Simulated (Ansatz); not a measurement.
Results of the Gaussian-basis code of Ansatz.

Basis-set series for `C=C(C)C=S`. Charge 0, multiplicity 1. The geometry is a stationary point of PBE0-D4/def2-TZVP. It is one conformer, not always the lowest.

```tsv
functional	basis	functions	energy (Eh)	HOMO (eV)	LUMO (eV)
PBE0-D4	def2-TZVPP	250	-553.93480	-6.45	-2.60
PBE0-D4	def2-QZVPP	478	-553.95532	-6.48	-2.64
ωB97M-V	def2-TZVPP	250	-554.16028	-8.69	-0.55
ωB97M-V	def2-QZVPP	478	-554.17996	-8.73	-0.61
```

Task: Give the rows for def2-SVP. (An estimate is asked.)

Result: The calculation gave: 
```
functional     basis  functions  energy (Eh)  HOMO (eV)  LUMO (eV)
   PBE0-D4  def2-SVP        104   -553.62803      -6.31      -2.46
   ωB97M-V  def2-SVP        104   -553.84480      -8.53      -0.34
```
